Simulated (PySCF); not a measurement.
Reproducing measurements on thioformamide

**The experiment to reproduce.**

From NIST CCCBDB Release 22 (SRD 101), experimental dipoles, for the gas: dipole moment 4.01 D.

The results are set against them at the end.

Compound: thioformamide, CH3NS.
SMILES with atom numbers: `[NH2:1][CH:2]=[S:3]` (hydrogens: H4, H5 on N1; H6 on C2)

Cartesian coordinates in Å at the PBE0-D3(BJ)/def2-SVP level; atoms count from 1:
```xyz
6
CH3NS angstrom
N     -0.7069   -0.1450    0.0474
C      0.5833    0.1887   -0.0794
S      1.8497   -0.8455   -0.0541
H     -0.9502   -1.1197    0.1842
H     -1.4411    0.5508    0.0421
H      0.7284    1.2746   -0.2094
```

Runs made with PySCF (gas phase, on this PBE0-D3(BJ)/def2-SVP geometry; no spin–orbit coupling):

```csv
level,job,basis functions
PBE/pcSseg-2,shieldings,157
B3LYP/def2-SVPD,"10 singlets by full TDDFT, 4 Tamm–Dancoff triplets, polarisability, ΔSCF ions",91
BHandHLYP/def2-SVPD,"10 singlets by full TDDFT, 4 Tamm–Dancoff triplets, polarisability, ΔSCF ions",91
CAM-B3LYP/def2-SVPD,"10 singlets by full TDDFT, 4 Tamm–Dancoff triplets, polarisability, ΔSCF ions",91
HF/def2-SVPD,"10 singlets by TDHF, 4 Tamm–Dancoff triplets, polarisability, ΔSCF ions",91
LC-wPBE/def2-SVPD,"10 singlets by full TDDFT, 4 Tamm–Dancoff triplets, polarisability, ΔSCF ions",91
LDA/def2-SVPD,"10 singlets by full TDDFT, 4 Tamm–Dancoff triplets, polarisability, ΔSCF ions",91
PBE0/def2-SVP,"10 singlets by full TDDFT, 4 Tamm–Dancoff triplets, polarisability",61
PBE0/def2-TZVP,"10 singlets by full TDDFT, 4 Tamm–Dancoff triplets, polarisability",117
PBE0/aug-cc-pVDZ,"10 singlets by full TDDFT, 4 Tamm–Dancoff triplets, polarisability",100
PBE0/aug-cc-pVTZ,"10 singlets by full TDDFT, 4 Tamm–Dancoff triplets, polarisability",211
PBE0/def2-TZVPD,"10 singlets by full TDDFT, 4 Tamm–Dancoff triplets, polarisability",147
```

## Comparison

**Dipole moment.** Measured: 4.01 D (NIST CCCBDB Release 22 (SRD 101), experimental dipoles).

| level | computed (D) | computed − measured (D) | % (from the printed values) |
| --- | --- | --- | --- |
| PBE/pcSseg-2 | 4.34 | +0.33 | +8 |
| B3LYP/def2-SVPD | 4.41 | +0.40 | +10 |
| BHandHLYP/def2-SVPD | 4.55 | +0.54 | +13 |
| CAM-B3LYP/def2-SVPD | 4.49 | +0.48 | +12 |
| HF/def2-SVPD | 4.87 | +0.86 | +21 |
| LC-wPBE/def2-SVPD | 4.64 | +0.63 | +16 |
| LDA/def2-SVPD | 4.35 | +0.34 | +8 |
| PBE0/def2-SVP | 4.39 | +0.38 | +9 |
| PBE0/def2-TZVP | 4.43 | +0.42 | +10 |
| PBE0/aug-cc-pVDZ | 4.45 | +0.44 | +11 |
| PBE0/aug-cc-pVTZ | 4.40 | +0.39 | +10 |
| PBE0/def2-TZVPD | 4.39 | +0.38 | +9 |

12 of the 19 levels run are shown, the closest and the furthest among them. Closest is PBE/pcSseg-2 (+0.33 D), furthest HF/def2-SVPD (+0.86 D); one molecule doesn't rank methods. All 19 levels lie above the measurement. The computed dipoles belong to one fixed geometry; measured ones are averaged over vibrations unless marked μe. Magnitudes are compared, not signs.

The geometry is computed, not the measured one. Where a level misses, the cause wasn't examined.
